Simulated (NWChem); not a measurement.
# doublet HCl+: levels of theory compared

We compute a comparison of 6 runs (UPBE/def2-TZVPPD, UB2PLYP/def2-TZVPPD, UB3LYP/def2-TZVPPD, UBLYP/def2-TZVPPD, UM06-L/def2-TZVPPD, UPBE0/def2-TZVPPD) of doublet HCl+. 

The results are computed with NWChem 7.3.0.

### 1 Starting point

HCl+ has 2 atoms, charge +1, and is taken as a doublet. SMILES of the parent species: `Cl`. Geometry: relaxed at PBE0-D4/def2-TZVP. That shape belongs to the parent species and isn't relaxed for this state.

Bond lengths: Cl1–H2 1.279 Å.

### 2 A single-point energy at UPBE/def2-TZVPPD (run 1)

Input file calc.nw:

```
start calc
title "ClH"
memory total 2200 mb
charge 1

geometry noautosym nocenter noautoz
  Cl     0.546000    -0.178500     0.280800
  H     -0.546000     0.178500    -0.280800
end

basis spherical bse
  Cl library def2-TZVPPD
  H library def2-TZVPPD
end

dft
  xc xpbe96 cpbe96
  mult 2
  grid xfine
  convergence energy 1e-08
  maxiter 100
  mulliken
  print low
end

task dft energy
```

Run with:

```console
nwchem calc.nw > calc.out
```

Log:

```text
[...]
 d= 0,ls=0.0,diis     1   -459.9652252336 -4.67D+02  1.13D-02  1.93D+00     1.0
[...]
 d= 0,ls=0.5,diis    12   -460.1614161713 -3.94D-09  2.92D-07  1.22D-09    10.7
[...]
         Total DFT energy =     -460.161416172314
      One electron energy =     -642.393090195425
           Coulomb energy =      203.277484802822
    Exchange-Corr. energy =      -28.080588239033
 Nuclear repulsion energy =        7.034777459321
[...]
      Total Density - Mulliken Population Analysis
     ---------------------------------------------
    Atom       Charge   Shell Charges
 -----------   ------   -------------------------------------------------------
    1 Cl  17    16.39   2.01  0.43  1.52  1.25  0.77  0.02  4.18  1.67  1.10  2.57  0.83 -0.00  0.00  0.01  0.02  0.00  0.00
    2 H    1     0.61   0.22  0.38 -0.03  0.01  0.04 -0.03  0.00
[...]
      <S2> =      0.7535 (Exact =     0.7500)
[...]
```

Run time: 12 s. Hardware: 1 thread of Intel Xeon Platinum 8488C (Sapphire Rapids), shared host; peak memory 0.11 GiB.

### 3 A single-point energy at UB2PLYP/def2-TZVPPD (run 2)

Input file clh.nw:

```
start clh
memory total 2200 mb
charge 1

geometry units angstroms noautosym nocenter noautoz
Cl     0.546000    -0.178500     0.280800
H     -0.546000     0.178500    -0.280800
end

basis spherical bse
* library def2-TZVPPD
end

dft
xc hfexch 0.53 becke88 0.47 lyp 0.73 mp2 0.27
dftmp2 semidirect
mult 2
grid xfine
convergence energy 1e-08
maxiter 100
mulliken
end

mp2
freeze core 5
end

task dft energy
```

Run with:

```console
nwchem clh.nw > clh.out
```

Log:

```text
[...]
          Wavefunction type:  spin polarized.
          No. of atoms     :     2
          No. of electrons :    17
[...]
          Charge           :     1
          Spin multiplicity:     2
[...]
          AO basis - number of functions:    68
[...]
              XC Information
              --------------
                     Hartree-Fock (Exact) Exchange  0.530
                    Becke 1988 Exchange Functional  0.470
              Lee-Yang-Parr Correlation Functional  0.730
[...]
 d= 0,ls=0.0,diis     1   -459.9792002824 -4.67D+02  9.19D-03  1.71D+00     1.0
[...]
 d= 0,ls=0.0,diis     8   -460.1700111159 -9.92D-09  6.19D-07  1.89D-09     6.9
[...]
         Total DFT energy =     -460.170011115917
      One electron energy =     -642.381621229031
           Coulomb energy =      203.278163742582
    Exchange-Corr. energy =      -28.101331088789
 Nuclear repulsion energy =        7.034777459321
[...]
      Total Density - Mulliken Population Analysis
     ---------------------------------------------
    Atom       Charge   Shell Charges
 -----------   ------   -------------------------------------------------------
    1 Cl  17    16.39   2.01  0.44  1.52  1.22  0.78  0.01  4.18  1.68  1.08  2.55  0.86 -0.00  0.00  0.02  0.02  0.00  0.00
    2 H    1     0.61   0.21  0.40 -0.03  0.01  0.05 -0.03  0.00
[...]
      <S2> =      0.7562 (Exact =     0.7500)
[...]
  Basis functions       =     68
[...]
```

It took 8.7 s on 1 thread of Intel Xeon Platinum 8488C (Sapphire Rapids), shared host; peak memory 0.12 GiB.

### 4 A single-point energy at UB3LYP/def2-TZVPPD (run 3)

Input file input.nw:

```
start input
memory total 2200 mb
charge 1
geometry units atomic noautosym nocenter noautoz
  Cl  1.03179046 -0.33731611  0.53063510
  H  -1.03179046  0.33731611 -0.53063510
end
basis spherical bse
  Cl library def2-TZVPPD
  H library def2-TZVPPD
end
dft
  xc b3lyp
  mult 2
  grid xfine
  convergence energy 1e-08
  iterations 100
  mulliken
  noprint "final vectors analysis"
end
task dft
```

Run with:

```console
nwchem input.nw > input.out
```

Log:

```text
[...]
          Wavefunction type:  spin polarized.
          No. of atoms     :     2
          No. of electrons :    17
[...]
          Charge           :     1
          Spin multiplicity:     2
[...]
          AO basis - number of functions:    68
[...]
              XC Information
              --------------
                         B3LYP Method XC Potential
                     Hartree-Fock (Exact) Exchange  0.200
                        Slater Exchange Functional  0.800 local
                    Becke 1988 Exchange Functional  0.720 non-local
              Lee-Yang-Parr Correlation Functional  0.810
                  VWN I RPA Correlation Functional  0.190 local
[...]
 d= 0,ls=0.0,diis     1   -460.1773240646 -4.67D+02  1.03D-02  1.82D+00     1.0
[...]
 d= 0,ls=0.0,diis     8   -460.3680844308 -1.85D-09  2.65D-07  3.68D-10     7.0
[...]
         Total DFT energy =     -460.368084430825
      One electron energy =     -642.440517691408
           Coulomb energy =      203.331518412495
    Exchange-Corr. energy =      -28.293862119420
 Nuclear repulsion energy =        7.034776967509
[...]
      Total Density - Mulliken Population Analysis
     ---------------------------------------------
    Atom       Charge   Shell Charges
 -----------   ------   -------------------------------------------------------
    1 Cl  17    16.39   2.01  0.43  1.52  1.25  0.76  0.01  4.18  1.67  1.11  2.53  0.86 -0.00  0.00  0.01  0.02  0.00  0.00
    2 H    1     0.61   0.22  0.39 -0.02  0.01  0.04 -0.03  0.00
[...]
      <S2> =      0.7537 (Exact =     0.7500)
[...]
```

It took 7.5 s on 1 thread of Intel Xeon Platinum 8488C (Sapphire Rapids), shared host; peak memory 0.11 GiB.

Runs 4 to 5 aren't shown in full; the table further down has their settings and results.

### 5 A single-point energy at UPBE0/def2-TZVPPD (run 6)

Input file input.xyz:

```xyz
2
ClH PBE0
Cl     0.546000    -0.178500     0.280800
H     -0.546000     0.178500    -0.280800
```

Input file run.py:

```python
from ase.io import read
from ase.calculators.nwchem import NWChem

system = read('input.xyz')

calc = NWChem(
    label='input',
    theory='dft',
    memory='2200 mb',
    basis='def2-TZVPPD',
    basispar='spherical bse',
    charge=1,
    dft={'xc': 'pbe0', 'mult': '2', 'grid': 'xfine', 'convergence': 'energy 1e-08', 'iterations': '100', 'mulliken': None},
    task='energy',
)
system.calc = calc

e = system.get_potential_energy()
print(f"E = {e:.6f} eV")
```

Run with:

```console
export ASE_NWCHEM_COMMAND="nwchem PREFIX.nwi > PREFIX.nwo"
python run.py
```

Log:

```text
E = -12522.674707 eV
```

The calculator wrote input.nwi:

```
title "input"

permanent_dir input

scratch_dir input

start input

geometry units angstrom nocenter noautosym noautoz
  Cl 5.4600000000000004e-01 -1.7849999999999999e-01 2.8079999999999999e-01
  H  -5.4600000000000004e-01 1.7849999999999999e-01 -2.8079999999999999e-01
end

charge 1

memory 2200 mb

basis spherical bse noprint
   * library def2-TZVPPD
end

dft
  xc pbe0
  mult 2
  grid xfine
  convergence energy 1e-08
  iterations 100
  mulliken
end

task dft energy
```

input.nwo:

```text
Northwest Computational Chemistry Package (NWChem) 7.3.0
             --------------------------------------------------------

           Job information
           ---------------

    nwchem branch   = 7.3.0
    use scalapack   = T
    input           = input.nwi
    prefix          = input.
    data base       = input/input.db
    status          = startup
    nproc           =        1

           Memory information
           ------------------

[... 5 lines left out ...]
    hardfail = no
[... 34 lines left out ...]
            Nuclear Dipole moment (a.u.)
[... 55 lines left out ...]
          Convergence on density requested:  1.00D-05
[... 25 lines left out ...]
          Convergence aids based upon iterative change in
[... 31 lines left out ...]
 2-e energy   =     162.388453
[... 63 lines left out ...]
           Coulomb energy =      203.312148340057
[... 493 lines left out ...]
                     DFT Final Beta Molecular Orbital Analysis
[... 572 lines left out ...]
     Multipole analysis of the density
     ---------------------------------

     L   x y z        total         alpha         beta         nuclear
     -   - - -        -----         -----         ----         -------
     0   0 0 0      1.000000     -9.000000     -8.000000     18.000000

     1   1 0 0      0.431308     -8.524218     -7.553121     16.508646
[... 8 lines of this table left out ...]
     2   0 0 2     -6.777635     -6.970562     -4.875397      5.068324

 Task  times  cpu:        7.0s     wall:        7.0s
 Total times  cpu:        7.1s     wall:        7.1s
```

Wall time 8.1 s (1 thread of Intel Xeon Platinum 8488C (Sapphire Rapids), shared host); peak memory 0.11 GiB.

### 6 Overview of the runs

| run | level | frozen core orbitals | energy (Eh) | ⟨S²⟩ | wall time |
| --- | --- | --- | --- | --- | --- |
| 1 | UPBE/def2-TZVPPD | – | -460.161416 | 0.753 | 12 s |
| 2 | UB2PLYP/def2-TZVPPD | 5 | -460.223088 | 0.756 | 8.7 s |
| 3 | UB3LYP/def2-TZVPPD | – | -460.368084 | 0.754 | 7.5 s |
| 4 | UBLYP/def2-TZVPPD | – | -460.352277 | 0.753 | 12 s |
| 5 | UM06-L/def2-TZVPPD | – | -460.344740 | 0.755 | 14 s |
| 6 | UPBE0/def2-TZVPPD | – | -460.199811 | 0.755 | 8.1 s |

### 7 Summary of results

| quantity | value |
| --- | --- |
| run 6: total energy | -460.19981 Eh |
| run 6: HOMO energy (highest over α and β) | -19.41 eV |
| run 6: LUMO energy (lowest over α and β) | -15.87 eV |
| run 6: ⟨S²⟩ | 0.755 |

**Reading.** Totals of different functionals can't be ranked against each other. All runs together took 63 s, the longest 14 s.
